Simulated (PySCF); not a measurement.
# ClH: the cost of one run

Method: levels as typed in each script, gas phase, geometry from GFN2-xTB; program: PySCF 2.14.0.

### 1 The system as given

SMILES `Cl`, 2 atoms, charge 0, spin multiplicity 1.

Bond lengths: Cl1–H2 1.277 Å.

Coordinates:

```
atom    x (Å)   y (Å)   z (Å)
 Cl1   0.0709  0.0000  0.0000
  H2  -1.2061  0.0000  0.0000
```

### 2 Density, bond paths and surface potential (wB97X/def2-tzvp)

input.py reads:

```python
import numpy as np
from pyscf import gto, scf, dft
from pyscf.scf import atom_ks, atom_hf
from scipy.linalg import block_diag

def solve(mol, dm0=None, hcore=None):
    mf = (dft.UKS if mol.spin else dft.RKS)(mol, xc='wb97x')
    mf.grids.level = 3
    mf = mf.density_fit(auxbasis='def2-universal-jkfit')
    mf.conv_tol, mf.max_cycle = 1e-8, 80
    if hcore is not None:
        mf.get_hcore = lambda *args: hcore
    mf.kernel(dm0)
    if not mf.converged:
        mf = mf.newton().run(mf.mo_coeff, mf.mo_occ, max_cycle=30)
    assert mf.converged, 'SCF not converged'
    return mf

mol = gto.M(atom='''
Cl     0.07095     0.00000     0.00000
H     -1.20607     0.00000     0.00000
''', basis='def2-tzvp', charge=0, spin=0, verbose=4)
mf = solve(mol)
mf.analyze()
# spherically averaged free atoms, for the promolecule
atm = atom_ks.get_atm_nrks(mol, xc='wb97x')
pro = block_diag(*[(atm[a[0]][2] * atm[a[0]][3]) @ atm[a[0]][2].T for a in mol._atom])
np.savez('result.npz', e=mf.e_tot, c=mf.mo_coeff, occ=mf.mo_occ, eps=mf.mo_energy, pro=pro, dip=mf.dip_moment(verbose=0), s2=mf.spin_square()[0])
```

Run with:

```sh
$ OMP_NUM_THREADS=1 python input.py
```

Q: Estimate wall time and peak memory on 1 thread of AMD EPYC 9R45 (Zen 5), shared host.

About 1.2 s, with a peak of 0.17 GiB.
